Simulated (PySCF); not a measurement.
**Name the molecule from its bond curve**

A diatomic of charge +1 contains Si. Its triplet curve at PBE0 in a double-zeta basis (no relativity, PySCF), in eV from the separated fragments:

| R (Å) | E (eV) |
| --- | --- |
| 1.926 | -2.062 |
| 2.016 | -2.629 |
| 2.106 | -2.941 |
| 2.173 | -3.050 |
| 2.240 | -3.079 |
| 2.307 | -3.047 |
| 2.397 | -2.932 |
| 2.509 | -2.711 |
| 2.643 | -2.382 |
| 2.822 | -1.910 |

The fit gives ωe = 507 cm⁻¹ and the rotational constant Bₑ = 0.2295 cm⁻¹.

Q: Which atom is the partner?

A: The minimum lies at 2.235 Å, so the reduced mass is 16.8576 u Å² cm⁻¹/(Bₑ·Re²) = 14.70 u. With Si at 27.98 u the partner weighs about 31.0 u: P. The molecule is SiP⁺.

The state was picked by a PBE0 search and need not be the measured ground state.
